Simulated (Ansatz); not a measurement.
The same path of CH5B + H2 (9 atoms, charge 0, multiplicity 1) was run twice with different band settings. Lost on the way: B1–C2, H8–H9. Made: C2–H9.

Computed with RKS PBE0-D4/def2-SVP in Ansatz 0.2.0.

Relaxed end points:

```xyz
9
Properties=species:S:1:pos:R:3
B -0.009 -0.282 0.420
C -0.001 0.208 1.935
H -0.948 0.030 2.467
H 0.820 -0.212 2.538
H 0.150 1.300 1.925
H 1.031 -0.307 -0.217
H -0.958 -0.011 -0.296
H -0.625 -1.585 0.364
H 0.191 -1.713 0.416
```

```xyz
9
Properties=species:S:1:pos:R:3
B -0.127 -0.618 -0.348
C 0.035 0.002 2.222
H -0.931 0.127 2.728
H 0.821 -0.259 2.943
H 0.305 0.925 1.699
H 0.978 -0.178 -0.549
H -1.091 0.104 -0.427
H -0.283 -1.812 -0.246
H -0.057 -0.862 1.530
```

Common settings: movable images 7; climbing image yes; spring 5.0 eV/Å²; start path through a guess of the saddle point; force threshold 0.05 eV/Å; iteration limit 60; end points relaxed.

| run | optimiser | largest step |
| --- | --- | --- |
| 1 | quadratic models (default) | default |
| 2 | fire | 0.5 Å |

**Question.** What does each run give, and how far can it be trusted?

**Answer.** Run 1: converged after 11 iterations, highest image 0.525 eV above the first end. A vibrational analysis at the climbing image gives one clearly imaginary mode, 1006i cm⁻¹: a first-order saddle point.
Run 2: converged after 39 iterations, highest image 0.527 eV above the first end. Another band between the same ends (7 images) ends at a top of the same energy, where a vibrational analysis finds 1 clearly imaginary mode.
The orbitals stay closed-shell, which can raise the energy where a bond breaks towards radicals; this wasn't checked here.
